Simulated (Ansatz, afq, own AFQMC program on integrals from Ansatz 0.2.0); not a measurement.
AFQMC on a folder of integrals that Ansatz 0.2.0 wrote.

```yaml
crystal:
  periodic: [false, false, false]
  atoms:
    - {symbol: Ge, position_ang: [0.000000, 0.000000, 0.000000]}
    - {symbol: H, position_ang: [0.989558, 0.992775, 0.991487]}
    - {symbol: H, position_ang: [-0.993544, -0.989219, 0.991055]}
    - {symbol: H, position_ang: [-0.989000, 0.989770, -0.995042]}
    - {symbol: H, position_ang: [0.992986, -0.993326, -0.987500]}
basis:
  gaussian: {orbitals: cc-pVDZ}
magnetization: {spin_polarized: false}
correlation: {method: ccsd_t, electrons: outside_noble_gas, hamiltonian_folder: ham}
```

```sh
$ ansatz run in.yaml --threads 1 --pin off --events-out ev --progress --plain --max-ram 1382MiB
```

Options of the walk:

```
--method phaseless --trial cisd --walkers 90 --populations 1 --least-time 40 --time-step 0.005 --steps-per-block 50 --equilibration-blocks 28 --max-blocks 300 --target-error 0.00034 --factor-cut 1e-05 --seed 6418 --release-times 0.24,0.51,0.99,1.62,2.4 --release-step 0.03 --release-every 4 --taylor-order 6
```

Times are imaginary, in 1/Eh. The walk had a cap of 490 s. Filled inner d shells are frozen with the cores.

```
orbitals 33  electrons 4 4  factors 259 of 497
reference energy -2077.60724168 Eh
CCSD correlation -0.14753163 Eh in 9 cycles, weight of the determinant in the CISD state 0.9059
energy of the start -2077.754773 Eh
 block  time / (1/Eh)  mean weight  energy / Eh
     1     0.250  0.9991  -2077.753212
     2     0.500  1.0008  -2077.753912
     3     0.750  1.0006  -2077.755064
     4     1.000  1.0006  -2077.755093
     5     1.250  1.0001  -2077.755864
     7     1.750  1.0009  -2077.756806
     9     2.250  1.0005  -2077.757681
    13     3.250  0.9999  -2077.757906
    21     5.250  1.0007  -2077.757839
    29     7.250  0.9997  -2077.756350
    37     9.250  1.0000  -2077.758213
    45    11.250  1.0001  -2077.758444
    53    13.250  1.0023  -2077.758482
    61    15.250  0.9994  -2077.758089
    69    17.250  0.9997  -2077.756689
    77    19.250  1.0013  -2077.756324
    85    21.250  1.0011  -2077.758665
    93    23.250  0.9996  -2077.759688
   101    25.250  0.9990  -2077.762009
   109    27.250  0.9989  -2077.760571
   117    29.250  0.9997  -2077.760598
   125    31.250  0.9987  -2077.761246
   133    33.250  0.9991  -2077.759940
   141    35.250  0.9999  -2077.757870
   149    37.250  1.0007  -2077.755692
   157    39.250  1.0014  -2077.756298
   165    41.250  0.9998  -2077.758038
   173    43.250  0.9995  -2077.759539
   181    45.250  0.9998  -2077.759925
   185    46.250  1.0003  -2077.759793
blocks merged  error / Eh  count
     1  0.000121  160
     2  0.000155  80
     4  0.000198  40
     8  0.000254  20
    16  0.000300  10
released: time / (1/Eh)  energy / Eh  error  mean overlap
  0.24  -2077.758525  0.000320  1.0121
  0.51  -2077.758738  0.000326  1.0082
  0.99  -2077.758601  0.000214  1.0076
  1.62  -2077.758750  0.000201  1.0121
  2.40  -2077.758599  0.000190  1.0171
energy -2077.758560 +/- 0.000254 Eh
(rows thinned)
```

Problem. Estimate how long the walk took on 1 thread of Arm Neoverse V1, on a shared host.

Solution. 100 s of wall time.

The run failed at least one of its tests; the cautions name the faults.

Against this walk (error 6.9 meV) on the same determinant: CCSD(T) 20.5 meV higher, CCSDT(Q) 3.9 meV lower (within the noise). The error is statistical and leaves out the bias of the constraint. Released to 2.40 1/Eh the energy moves by -1 ± 9 meV (both errors), within twice the noise.

Cautions: constraint bias not in the error; error not settled; no relativity below Rb; no spin-orbit coupling; inner d shell frozen.

CCSDT and higher add their correlation energy to the determinant of the CCSD(T) run, since their own runs factorise the integrals more tightly (a shift of under 2 meV). A walk keeps the symmetry of its determinant, which the program's search chose and which needn't be the lowest solution, so a lower state of the same spin and another symmetry isn't excluded.
